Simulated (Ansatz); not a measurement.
# SiNH+ (doublet): from Hartree-Fock to the top rungs, cc-pVDZ

How much of the correlation energy of SiNH+ (doublet) does each wave-function method recover here?

The runs use Ansatz 0.2.0, Gaussian basis; cc-pVDZ, core rule «outside noble gas», up to 6 orbitals frozen.

The runs, in order: UHF; CCSD(T) on ROHF; CCSD(T) on UHF; BCCD(T) on ROHF; CISD; CCSDT(Q) on ROHF; CCSDT(Q) on UHF; CCSDTQ on ROHF; CCSDTQ on UHF; CASSCF and MRCISD+Q, 9 electrons in 9 orbitals; CASSCF and NEVPT2, 9 electrons in 9 orbitals.

4 further runs of the same task are left out: 4 set aside as unsound or not needed.

### 1 The geometry

The geometry is a PBE0/def2-TZVP stationary point (not a proven minimum) of the parent state, kept for this charge and spin.

3 atoms, charge 1, spin multiplicity 2.

Atoms are counted from 1 here; the program's logs count them from 0.

Bond lengths: Si1–N2 1.701 Å, N2–H3 1.020 Å. Angles: Si1–N2–H3 125.4°.

### 2 UHF

Input file in.yaml:

```yaml
crystal:
  periodic: [false, false, false]
  atoms:
    - {symbol: Si, position_ang: [0.000000, 0.032951, 0.605869]}
    - {symbol: N, position_ang: [0.000000, -0.113788, -1.088955]}
    - {symbol: H, position_ang: [0.000000, 0.663088, -1.749585]}
basis:
  gaussian: {orbitals: cc-pVDZ}
total_charge: 1
magnetization: {spin_polarized: true, initial_magnetization: 1}
hamiltonian: {xc: hf}
output: {orbitals: {seedname: orbitals}}
```

The run is started by

```
> ansatz run in.yaml --threads 1 --pin off --events-out ev --progress --plain --max-ram 3968MiB --backend cpu
```

Further steps of the session: CCSD(T) on ROHF; CCSD(T) on UHF; BCCD(T) on ROHF; CISD; CCSDT(Q) on ROHF; CCSDT(Q) on UHF; CCSDTQ on ROHF; CCSDTQ on UHF; CASSCF and MRCISD+Q, 9 electrons in 9 orbitals; CASSCF and NEVPT2, 9 electrons in 9 orbitals.

Before running them: what should the planned runs give, taken together? Wanted: UCCSDTQ below the RHF energy; RMP2 from UCCSDTQ; UMP2 from UCCSDTQ; RCCSD from UCCSDTQ; RCCSD(T) from UCCSDTQ; UCCSD(T) from UCCSDTQ; RCCSDT(Q) from UCCSDTQ; UCCSDT(Q) from UCCSDTQ; NEVPT2 valence from UCCSDTQ.

**Answer**, as computed:

| quantity | value |
| --- | --- |
| UCCSDTQ below the RHF energy | -6.3131 eV |
| RMP2 from UCCSDTQ | +26.89 kcal/mol |
| UMP2 from UCCSDTQ | +24.03 kcal/mol |
| RCCSD from UCCSDTQ | +6.43 kcal/mol |
| RCCSD(T) from UCCSDTQ | +1.04 kcal/mol |
| UCCSD(T) from UCCSDTQ | +1.08 kcal/mol |
| RCCSDT(Q) from UCCSDTQ | -0.67 kcal/mol |
| UCCSDT(Q) from UCCSDTQ | -0.04 kcal/mol |
| NEVPT2 valence from UCCSDTQ | +21.22 kcal/mol |
| MRCISD+Q valence from UCCSDTQ | +1.26 kcal/mol |
| levels within 1 kcal/mol (43 meV) | BCCD(T), RCCSDT, UCCSDT, RCCSDT(Q), UCCSDT(Q), RCCSDTQ |
| T1 diagnostic | 0.060 |
| effectively unpaired electrons | 1.04 |

What this shows: RCCSD(T) misses by +1.04 kcal/mol, 0.7 % of the correlation energy. The occupations are near whole numbers, but T1 = 0.060 shows that the orbitals relax strongly. Of the multireference levels listed MRCISD+Q valence comes nearest in total energy (+1.26 kcal/mol), which doesn't show that its space is the better one. Coupled cluster took another determinant than the lowest Hartree-Fock one. These misses are within one basis, not against nature; the frozen cores of restricted and unrestricted runs differ, which can shift their rows.
